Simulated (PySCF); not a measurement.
# methylenimine: removing and adding an electron

System: methylenimine, `C=N` (CH3N). Non-hydrogen atoms are numbered in `[CH2:1]=[NH:2]`.

Energies: PBE0-D3(BJ)/ma-def2-TZVP (PySCF, density fitting, integration grid level 2) on PBE0-D3(BJ)/ma-def2-SVP structures. The prefix ma- adds one diffuse s and one diffuse p function on all atoms but H. Zero-point and thermal terms (298.15 K, 1 bar) come from unscaled PBE0-D3(BJ)/ma-def2-SVP harmonic frequencies, with soft modes damped to free rotors in the entropy.

Frontier levels of the parent: HOMO -7.83 eV, LUMO -0.62 eV.

Oxidation to the radical cation:
* Vertical ionisation energy (electronic): 10.53 eV
* Adiabatic ionisation energy (with zero-point energy): 9.70 eV
* Adiabatic, electronic part: 9.80 eV
* Vertical gap at the product's structure: 8.92 eV
* Inner reorganisation energy (four-point): 1611 meV
* Relaxation of product / of parent: 722 / 889 meV
* ⟨S²⟩ of the product: 0.762
* Largest spin populations: N2 0.95, C1 -0.12, H (on C1) 0.11
* Largest changes of atomic charge: N2 0.43, H (on C1) 0.16, H (on N2) 0.15, C1 0.14
* Distances that move most (Å): C1–N2 1.265 → 1.229; C1–H 1.106 → 1.117; C1–H 1.101 → 1.111

Reduction to the radical anion:
```
Vertical electron affinity (electronic)              : -0.78 eV
Adiabatic electron affinity (with zero-point energy) : -1.03 eV
Adiabatic, electronic part                           : -1.16 eV
Vertical gap at the product's structure              : -0.81 eV
⟨S²⟩ of the product                                  : 0.753
Largest spin populations                             : C1 0.53, N2 0.49
Largest changes of atomic charge                     : C1 -0.50, N2 -0.36
Distances that move most (Å)                         : C1–N2 1.265 → 1.358
```

Against the Active Thermochemical Tables (version 1.112): ionisation energy to the radical cation 9.94 (computed 9.70, error -0.25) eV.

Measured values (NIST Chemistry WebBook, evaluated or the median of agreeing entries): vertical ionisation energy 10.70 eV (computed 10.53, difference -0.17); adiabatic ionisation energy 9.93 eV (computed 9.70, difference -0.23).

Note: the gas-phase radical anion comes out unbound at this level, so its gas-phase values hang on the basis; the relaxed radical anion lies 0.38 eV above the vertical state at this level, which can't hold for one state at its own minimum: the vertical value probably belongs to another state, whose extra electron only the basis set holds, so vertical and adiabatic values aren't comparable; the value from this structure is no true adiabatic energy; a negative vertical affinity means that the electron isn't bound at that structure, so the value and what is derived from it hang on the basis.

Hardware: 1 thread of Arm Neoverse V2, shared with other jobs. Command: `OMP_NUM_THREADS=1 python redox_run.py task.json out`. Structures, frequencies and single points: 75 s.

Differences come from unrounded values, so a last digit can differ from that of the printed terms.
